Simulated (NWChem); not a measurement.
**One shape, several levels: C2H7N (dimethylamine)**

Wanted: a comparison of 6 runs (B3LYP/6-31G*, B2PLYP/cc-pVDZ, CAM-B3LYP/cc-pVDZ, M06-2X/cc-pVDZ, wB97X/cc-pVDZ, MP3/cc-pVDZ) of C2H7N (dimethylamine). 

The results are computed with NWChem 7.3.0.

### 1 Starting point

The species is C2H7N (10 atoms), meant as a singlet with charge 0. As SMILES, `CNC`. The C3–H10 distance was set to 1.656 Å, away from the relaxed value. At this shape a bond of the SMILES string is far longer than usual.

Bond lengths: C1–N2 1.445 Å, N2–C3 1.445 Å, C1–H4 1.092 Å, C1–H5 1.094 Å, C1–H6 1.104 Å, N2–H7 1.011 Å, C3–H8 1.094 Å, C3–H9 1.092 Å. Some angles: C1–N2–C3 112.8°, C1–N2–H7 109.8°, C3–N2–H7 109.8°, N2–C1–H4 110.0°, N2–C1–H5 109.4°, N2–C1–H6 114.0°, N2–C3–H8 109.4°, N2–C3–H9 110.0°, H4–C1–H5 107.5°, H4–C1–H6 108.3°. A long bond or contact: C3–H10 1.656 Å.

### 2 A single-point energy at B3LYP/6-31G(d) (spherical functions) (run 1)

m1.nw

```
start m1
memory 2200 mb
charge 0

geometry noautosym nocenter noautoz
  C    -1.190667   -0.016522   -0.632644
  N    -0.793867   -0.598222    0.628656
  C     0.611833   -0.927722    0.674656
  H    -2.244567    0.266678   -0.597844
  H    -1.074667   -0.758622   -1.428344
  H    -0.602367    0.871278   -0.922744
  H    -1.023067    0.033078    1.384756
  H     0.824333   -1.718622   -0.050944
  H     0.873433   -1.309522    1.663656
  H     1.613700    0.343700    0.326200
end

basis spherical bse
  * library 6-31G*
end

dft
  xc b3lyp
  grid xfine
  convergence energy 1e-08
  iterations 100
  mulliken
  noprint "final vectors analysis"
end

task dft
```

On the command line:

```bash
$ nwchem m1.nw > m1.out
```

Standard output:

```text
[...]
          Wavefunction type:  closed shell.
          No. of atoms     :    10
          No. of electrons :    26
[...]
          Charge           :     0
          Spin multiplicity:     1
[...]
          AO basis - number of functions:    56
[...]
              XC Information
              --------------
                         B3LYP Method XC Potential
                     Hartree-Fock (Exact) Exchange  0.200
                        Slater Exchange Functional  0.800 local
                    Becke 1988 Exchange Functional  0.720 non-local
              Lee-Yang-Parr Correlation Functional  0.810
                  VWN I RPA Correlation Functional  0.190 local
[...]
 d= 0,ls=0.0,diis     1   -135.0605998234 -2.18D+02  9.57D-03  2.86D-01     3.2
[...]
 d= 0,ls=0.0,diis    10   -135.0963639709 -1.58D-09  2.61D-07  2.23D-10    24.9
         Total DFT energy =     -135.096363970948
      One electron energy =     -344.994873328490
           Coulomb energy =      147.224938630356
    Exchange-Corr. energy =      -20.284579991105
 Nuclear repulsion energy =       82.958150718291
[...]
      Total Density - Mulliken Population Analysis
     ---------------------------------------------
    Atom       Charge   Shell Charges
 -----------   ------   -------------------------------------------------------
    1 C    6     6.30   2.00  0.68  2.11  0.58  0.89  0.05
    2 N    7     7.49   2.00  0.78  2.50  0.82  1.36  0.04
    3 C    6     6.20   2.00  0.68  1.95  0.62  0.91  0.05
    4 H    1     0.85   0.53  0.32
    5 H    1     0.84   0.53  0.31
    6 H    1     0.86   0.53  0.34
    7 H    1     0.69   0.52  0.17
    8 H    1     0.84   0.53  0.31
    9 H    1     0.84   0.53  0.31
   10 H    1     1.07   0.40  0.67
[...]
```

Run time: 26 s. Hardware: 1 thread of Intel Xeon 6975P-C (Granite Rapids), shared host; peak memory 0.14 GiB.

### 3 The energy at B2PLYP/cc-pVDZ (run 2)

m1.nw

```
start m1
memory stack 880 mb heap 220 mb global 1100 mb

geometry noautosym nocenter noautoz
  C       -1.190667      -0.016522      -0.632644
  N       -0.793867      -0.598222       0.628656
  C        0.611833      -0.927722       0.674656
  H       -2.244567       0.266678      -0.597844
  H       -1.074667      -0.758622      -1.428344
  H       -0.602367       0.871278      -0.922744
  H       -1.023067       0.033078       1.384756
  H        0.824333      -1.718622      -0.050944
  H        0.873433      -1.309522       1.663656
  H        1.613700       0.343700       0.326200
end

basis spherical bse
  * library cc-pVDZ
end

dft
  xc hfexch 0.53 becke88 0.47 lyp 0.73 mp2 0.27
  dftmp2 semidirect
  grid xfine
  convergence energy 1e-08
  maxiter 100
  mulliken
end

mp2
  freeze core 3
end

task dft energy
```

On the command line:

```bash
$ nwchem m1.nw > m1.out
```

Standard output:

```text
[...]
          Wavefunction type:  closed shell.
          No. of atoms     :    10
          No. of electrons :    26
[...]
          Charge           :     0
          Spin multiplicity:     1
[...]
          AO basis - number of functions:    77
[...]
              XC Information
              --------------
                     Hartree-Fock (Exact) Exchange  0.530
                    Becke 1988 Exchange Functional  0.470
              Lee-Yang-Parr Correlation Functional  0.730
[...]
 d= 0,ls=0.0,diis     1   -134.7514162715 -2.18D+02  5.02D-03  2.03D-01     5.1
[...]
 d= 0,ls=0.0,diis     9   -134.7822592223 -8.14D-09  1.27D-06  3.47D-09    29.7
         Total DFT energy =     -134.782259222300
      One electron energy =     -344.829817459265
           Coulomb energy =      147.040172069462
    Exchange-Corr. energy =      -19.950764550789
 Nuclear repulsion energy =       82.958150718291
[...]
      Total Density - Mulliken Population Analysis
     ---------------------------------------------
    Atom       Charge   Shell Charges
 -----------   ------   -------------------------------------------------------
    1 C    6     5.93   2.01  0.66  0.34  2.06  0.78  0.08
    2 N    7     7.24   2.01  0.75  0.69  2.41  1.35  0.04
    3 C    6     5.99   2.01  0.68  0.46  1.92  0.86  0.08
    4 H    1     0.98   0.76  0.19  0.03
    5 H    1     0.97   0.75  0.19  0.03
    6 H    1     0.99   0.75  0.21  0.03
    7 H    1     0.90   0.74  0.11  0.05
    8 H    1     0.95   0.75  0.17  0.03
    9 H    1     0.96   0.75  0.18  0.03
   10 H    1     1.09   0.58  0.50  0.01
[...]
  Basis functions       =     77
[...]
```

It took 32 s on 1 thread of Intel Xeon 6975P-C (Granite Rapids), shared host; peak memory 0.2 GiB.

Runs 3 to 4 aren't shown in full; the table further down has their settings and results.

### 4 The energy at wB97X/cc-pVDZ (run 5)

mymol.nw

```
start mymol
title "C2H7N energy"
memory stack 880 mb heap 220 mb global 1100 mb

geometry units angstrom noautosym nocenter noautoz
  C     -1.190667    -0.016522    -0.632644
  N     -0.793867    -0.598222     0.628656
  C      0.611833    -0.927722     0.674656
  H     -2.244567     0.266678    -0.597844
  H     -1.074667    -0.758622    -1.428344
  H     -0.602367     0.871278    -0.922744
  H     -1.023067     0.033078     1.384756
  H      0.824333    -1.718622    -0.050944
  H      0.873433    -1.309522     1.663656
  H      1.613700     0.343700     0.326200
end

basis spherical bse
  * library cc-pVDZ
end

dft
  xc wb97x
  grid xfine
  convergence energy 1e-08
  maxiter 100
  mulliken
end

task dft energy
```

On the command line:

```bash
$ nwchem mymol.nw > mymol.out
```

Standard output:

```text
[...]
          Wavefunction type:  closed shell.
          No. of atoms     :    10
          No. of electrons :    26
[...]
          Charge           :     0
          Spin multiplicity:     1
[...]
          AO basis - number of functions:    77
[...]
              XC Information
              --------------
                       wb97x  Method XC Functional
                     Hartree-Fock (Exact) Exchange  1.000
                         wb97x Exchange Functional  1.000
                      wb97x Correlation Functional  1.000
[...]
 d= 0,ls=0.0,diis     1   -135.0298610700 -2.18D+02  5.06D-03  2.36D-01     8.9
[...]
 d= 0,ls=0.0,diis    10   -135.0609172216 -4.23D-09  3.18D-07  6.34D-10    71.4
         Total DFT energy =     -135.060917221578
      One electron energy =     -344.918438697717
           Coulomb energy =      147.119041663688
    Exchange-Corr. energy =      -20.219670905840
 Nuclear repulsion energy =       82.958150718291
[...]
      Total Density - Mulliken Population Analysis
     ---------------------------------------------
    Atom       Charge   Shell Charges
 -----------   ------   -------------------------------------------------------
    1 C    6     5.97   2.01  0.65  0.35  2.09  0.79  0.07
    2 N    7     7.21   2.01  0.74  0.68  2.42  1.32  0.04
    3 C    6     6.03   2.01  0.67  0.46  1.94  0.87  0.07
    4 H    1     0.97   0.75  0.19  0.03
    5 H    1     0.96   0.75  0.19  0.03
    6 H    1     0.99   0.74  0.21  0.03
    7 H    1     0.90   0.74  0.11  0.05
    8 H    1     0.94   0.74  0.17  0.03
    9 H    1     0.95   0.75  0.18  0.03
   10 H    1     1.08   0.58  0.49  0.01
[...]
```

It took 72 s on 1 thread of Intel Xeon 6975P-C (Granite Rapids), shared host; peak memory 0.14 GiB.

### 5 The energy at MP3/cc-pVDZ (run 6)

run.nw

```
start run
title "C2H7N energy"
memory stack 330 mb heap 110 mb global 1760 mb
geometry units angstrom noautosym nocenter noautoz
  C     -1.190667    -0.016522    -0.632644
  N     -0.793867    -0.598222     0.628656
  C      0.611833    -0.927722     0.674656
  H     -2.244567     0.266678    -0.597844
  H     -1.074667    -0.758622    -1.428344
  H     -0.602367     0.871278    -0.922744
  H     -1.023067     0.033078     1.384756
  H      0.824333    -1.718622    -0.050944
  H      0.873433    -1.309522     1.663656
  H      1.613700     0.343700     0.326200
end
basis spherical bse
  C library cc-pVDZ
  N library cc-pVDZ
  H library cc-pVDZ
end
scf
  thresh 1e-08
  maxiter 80
end
tce
  scf
  mbpt3
  freeze core 3
  maxiter 60
end
task tce energy
```

On the command line:

```bash
$ nwchem run.nw > run.out
```

Standard output:

```text
[...]
  functions       =    77
[...]
  wavefunction    = RHF
[...]
         Total SCF energy =   -134.175335563027
      One-electron energy =   -344.571139325112
      Two-electron energy =    127.437653043793
 Nuclear repulsion energy =     82.958150718291
        Time for solution =     13.4s
[...]
         Wavefunction type : Restricted Hartree-Fock
          No. of electrons :    26
[...]
         Spin multiplicity : singlet
[...]
```

Wall time 32 s (1 thread of Intel Xeon 6975P-C (Granite Rapids), shared host); peak memory 1 GiB.

### 6 The series

```tsv
run	level	frozen core orbitals	integration grid	energy (Eh)	dipole moment (D)	wall time
1	B3LYP/6-31G* (spherical functions)	–	xfine	-135.096364	0.80	26 s
2	B2PLYP/cc-pVDZ	3	xfine	-134.940106	0.78	32 s
3	CAM-B3LYP/cc-pVDZ	–	xfine	-135.018897	0.80	52 s
4	M06-2X/cc-pVDZ	–	xfine	-135.025365	0.77	40 s
5	wB97X/cc-pVDZ	–	xfine	-135.060917	0.77	72 s
6	MP3/cc-pVDZ	3	–	-134.688446	–	32 s
```

### 7 Outcome

```
                                          quantity          value
                               run 6: total energy  -134.68845 Eh
        run 6: HOMO energy (Hartree–Fock orbitals)       -9.52 eV
        run 6: LUMO energy (Hartree–Fock orbitals)        4.10 eV
      run 6: HOMO–LUMO gap (Hartree–Fock orbitals)       13.62 eV
run 6: correlation energy (3 core orbitals frozen)     -513.1 mEh
```

Over runs 1, 2, 3, 4, 5 the dipole moment (its size) runs from 0.77 D (M06-2X/cc-pVDZ) to 0.80 D (B3LYP/6-31G*). The two ends differ in method and basis. Over runs 2, 3, 5 the HOMO–LUMO gap runs from 9.32 eV (CAM-B3LYP/cc-pVDZ) to 11.41 eV (wB97X/cc-pVDZ). Totals of different functionals can't be ranked against each other. All runs together took 4.2 min, the longest 72 s.
